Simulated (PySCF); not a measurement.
# Continuum solvent and chemical shifts

Mapped SMILES: `[CH2:1]=[C:2]([F:3])[F:4]`; H(Xn) means a hydrogen on atom n.

GIAO PBE0/pcSseg-1 in PySCF 2.14 on one PBE0-D3(BJ)/def2-SVP conformer, non-relativistic, equivalent nuclei averaged. Solvents enter as an IEF-PCM continuum (chloroform with ε = 4.7, methanol with ε = 32.6) around the gas-phase geometry. Shifts are referred to TMS, CFCl3 computed in the same medium.

Gas phase, δ in ppm: C2 170.6, C1 65.9, F3/F4 -73.2, H(C1) 3.88. Dipole moment 1.11 D.

Question: How does each δ change in the continuum?

Answer: 
| atoms | environment | Δδ, chloroform | Δδ, methanol |
| --- | --- | --- | --- |
| C2 | fully substituted alkene carbon | +0.3 | +0.5 |
| C1 | terminal =CH2 carbon | +1.5 | +2.0 |
| F3/F4 | vinylic fluorine | -1.2 | -1.5 |
| H(C1) | hydrogen on a terminal =CH2 carbon | +0.23 | +0.31 |

Changes are relative to the gas phase. The dipole moment becomes 1.30 D in chloroform, 1.36 D in methanol.

Question: Which of the listed nuclei move most (in ppm), and what does the model miss?

Answer: C1 (terminal =CH2 carbon, +2.0 ppm) in methanol. A continuum only polarises the solute; specific hydrogen bonds, the anisotropy of aromatic solvents and changes of geometry or conformer are outside it.
